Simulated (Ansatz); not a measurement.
Rock-salt BaS was calculated with PBE0-D3(BJ) (Ansatz, a quantum-chemistry and plane-wave program, PAW).

Numerical settings: plane-wave cutoff 460 eV, 8×8×8 k mesh, Fermi–Dirac smearing 0.01 eV, scalar-relativistic PAW data made under PBE.

A third-order Birch–Murnaghan fit to the energies gives V0 = 31.706 Å³/atom, B0 = 48.2 GPa, B′ = 4.5.

```
V (Å³/atom)  P (GPa)
-----------  -------
30.115           [?]
30.907         1.302
31.890        -0.275
32.492        -1.116
33.285           [?]
```

Task: Estimate the withheld pressures from this fit; the answers are the runs' own values.

Result: 
- 30.115, P (GPa): 2.784
- 33.285, P (GPa): -2.098

The formula P = (3/2) B0 (x^(7/3) − x^(5/3)) [1 + (3/4)(B′ − 4)(x^(2/3) − 1)] with x = V0/V meets the computed pressures within 0.01 GPa when these rounded values are put in.

Measured, for comparison: equilibrium volume per atom 32.60 Å³/atom (room temperature, no zero-point or thermal correction; as tabulated in Lucero et al. (2012), arXiv:1111.4515). Computed (rounded) less measured: equilibrium volume per atom -2.7 %.

Spin–orbit coupling is not included.

Static lattice: no zero-point or thermal effects.

Computing time: very roughly 11 core-minutes.
